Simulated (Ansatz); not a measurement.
Cost and result for the atomization energy of C₃H₂F₂S (`FC1=CC(F)S1`) (8 atoms, 8 bonds).

```xyz
8

F    -2.064   -1.094    0.781
C    -1.039   -0.478    0.254
C     0.115   -0.057    0.763
C     0.710    0.365   -0.541
F     1.055    1.673   -0.650
S    -0.857   -0.091   -1.450
H     0.544   -0.072    1.754
H     1.535   -0.246   -0.911
```

Total charge 0; spin multiplicity 1. Geometry: relaxed with PBE0-D4/def2-TZVP. Program: Ansatz. All runs use 4 threads of an Intel Xeon 6975P-C on a shared host. Times are those of one run each, without the atoms' runs, and a repeat can differ threefold. Electronic energies, without spin–orbit coupling; frozen cores. CCSD(T)/CBS adds CCSD(T) − MP2 in def2-TZVPP to the MP2 limit, and its time is that of the two runs behind it. T1 = 0.013. HSE06 is the plane-wave form, built on full-range PBE exchange.

CCSD(T)/CBS is a level of theory with its own doubt, some kJ/mol a heavy atom from the limit and from the frozen cores, so smaller differences don't rank the functionals.

```
                           level  functions  wall time
          LDA (SPW92)/def2-TZVPP        225      0.7 s
              BLYP-D4/def2-TZVPP        225      1.1 s
 PBE-D4/def2-TZVPP (with forces)        225      1.4 s
             BHLYP-D4/def2-TZVPP        225      1.5 s
             HSE06-D4/def2-TZVPP        225      1.6 s
           r2SCANh-D4/def2-TZVPP        225      2.2 s
                CCSD(T)/def2-SVP         98      2.5 s
               B2PLYP/def2-TZVPP        225      2.7 s
              ωB97X-V/def2-TZVPP        225      3.2 s
ωB97M-V/def2-TZVPP (with forces)        225      4.5 s
                  MP2/def2-QZVPP        415       11 s
              CCSD(T)/def2-TZVPP        225       32 s
               CCSD(T)/CBS(def2)          –       43 s
```

(1) What atomization energy does each give, and how far from CCSD(T)/CBS? (Best estimate.)

Results:

(1) The calculation gave: 
```csv
level,atomization (kcal/mol),difference from CCSD(T)/CBS,per bond
LDA (SPW92)/def2-TZVPP,956.3,170.0,21.2
BLYP-D4/def2-TZVPP,794.2,7.9,1.0
PBE-D4/def2-TZVPP (with forces),833.6,47.3,5.9
BHLYP-D4/def2-TZVPP,743.8,-42.5,-5.3
HSE06-D4/def2-TZVPP,804.1,17.8,2.2
r2SCANh-D4/def2-TZVPP,787.5,1.2,0.1
CCSD(T)/def2-SVP,740.5,-45.8,-5.7
B2PLYP/def2-TZVPP,778.5,-7.8,-1.0
ωB97X-V/def2-TZVPP,792.1,5.8,0.7
ωB97M-V/def2-TZVPP (with forces),793.7,7.4,0.9
MP2/def2-QZVPP,809.6,23.3,2.9
CCSD(T)/def2-TZVPP,761.7,-24.6,-3.1
CCSD(T)/CBS(def2),786.3,0.0,0.0
```

In def2-TZVPP, CCSD(T) changes the Hartree–Fock value by +232.6 kcal/mol (the triples alone add +20.6 kcal/mol) and MP2 by +266.0 kcal/mol; breaking electron pairs costs correlation energy, which Hartree–Fock lacks. From r2SCAN to r2SCAN0 (25 % exact exchange), in def2-TZVPP and without D4, the atomization energy moves by −23.8 kcal/mol: exact exchange takes away binding that semilocal exchange gives to molecules. Leaving LDA and LC-ωPBE aside and taking each functional with its dispersion term where it has one, the values spread over 89.7 kcal/mol, from BHLYP-D4 to PBE-D4. LDA lies +127.1 kcal/mol from PBE without D4, its usual overbinding.
